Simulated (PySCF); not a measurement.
# CH3ClO2S: the cost of one run

Computed with PySCF 2.14.0, with density-fitted response routines of our own, on a single molecule, in the gas phase or a continuum. Atoms are numbered from 0 throughout.

## (1) Starting geometry

8 atoms, charge 0, multiplicity 1; geometry from: GFN2-xTB. The atoms were then displaced at random by about 0.01 Å, so the start is not that level's minimum.

Bonds of the start (Å): C0–S1 1.77, S1–O2 1.42, S1–O3 1.43, S1–Cl4 2.04, C0–H5 1.10, C0–H6 1.10, C0–H7 1.06.

## (2) Geometry optimisation at PBE0-D3(BJ)/def2-SVP

Job settings and geometry (Å):

```
{"job": {"xc": "PBE0", "basis": "def2-SVP", "d3": "d3bj", "grid": 1, "shake": 0.01, "kind": "geom"}, "charge": 0, "multiplicity": 1}
C     -0.927230     0.023870    -0.090760
S      0.811400    -0.266900     0.044210
O      1.326260    -0.699280    -1.211510
O      1.128000    -1.014530     1.219140
Cl     1.502300     1.630370     0.357750
H     -1.285330     0.486410     0.836030
H     -1.088860     0.720620    -0.927680
H     -1.411410    -0.899690    -0.279650
```

Run with:

```bash
> OMP_NUM_THREADS=1 python probes_run.py task.json out
```

This one command runs all jobs of the session in turn.

Q: Estimate the wall time and peak memory of this first job on 1 thread of Intel Xeon Platinum 8488C, shared host.

About 17 s, with a peak of 0.39 GiB.
